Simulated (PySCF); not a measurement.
Species: `[C@H]1(CC)NC1`. The columns A, B, C and D hold Mulliken, IAO, Hirshfeld and ESP-fitted charges (e) of one PBE0/pcSseg-1 density (PySCF), in a shuffled order. Coordinates in Å (GFN2-xTB); the density's dipole moment is (1.04, 0.48, 1.39) D.

```tsv
atom	x	y	z	A	B	C	D
C1	1.710	0.441	0.411	-0.116	-0.273	-0.417	-0.325
C2	0.602	-0.607	0.358	-0.066	-0.207	-0.260	-0.008
C3	-0.436	-0.259	-0.684	-0.001	-0.163	-0.033	-0.021
C4	-1.572	0.624	-0.342	-0.054	-0.076	-0.203	-0.095
N5	-1.779	-0.784	-0.608	-0.204	-0.385	-0.435	-0.633
H6	2.453	0.173	1.158	+0.042	+0.115	+0.142	+0.097
H7	1.299	1.416	0.665	+0.038	+0.112	+0.139	+0.072
H8	2.204	0.520	-0.554	+0.041	+0.112	+0.139	+0.085
H9	1.033	-1.584	0.123	+0.040	+0.129	+0.137	+0.057
H10	0.122	-0.680	1.338	+0.037	+0.096	+0.126	+0.056
H11	-0.053	-0.209	-1.698	+0.044	+0.123	+0.141	+0.142
H12	-1.657	0.992	0.675	+0.044	+0.115	+0.131	+0.117
H13	-1.976	1.290	-1.092	+0.046	+0.129	+0.150	+0.107
H14	-1.953	-1.336	0.227	+0.112	+0.174	+0.242	+0.348
```

Task: Which column most likely holds the ESP-fitted charges?

Result: D. Σ q r misses the density's dipole by 0.01 D (D), 0.53 D (C), 1.02 D (A), 1.05 D (B). Charges fitted to the outside potential are the only set here that is tied to the molecule's multipoles.

Task: And the Hirshfeld charges?

Result: A. The mean sizes are 0.063 e (A), 0.155 e (D), 0.158 e (B), 0.192 e (C), and Hirshfeld charges are commonly the smallest of these schemes.

As computed, A = Hirshfeld, B = Mulliken, C = IAO, D = ESP-fitted. Hydrogens on carbon: Hirshfeld +0.04 to +0.05, Mulliken +0.10 to +0.13, IAO +0.13 to +0.15, ESP-fitted +0.06 to +0.14 e.

The Mulliken scheme counts on each atom the diagonal of the density matrix times the overlap matrix over that atom's basis functions. The Hirshfeld scheme divides the density at each point in proportion to the densities of the neutral, spherically averaged free atoms.

Geometry: GFN2-xTB, one conformer, isolated molecule.

The values belong to the conformer `[CH3:1][CH2:2][C@@H:3]1[CH2:4][NH:5]1`: C1–C2–C3–C4 -87°.
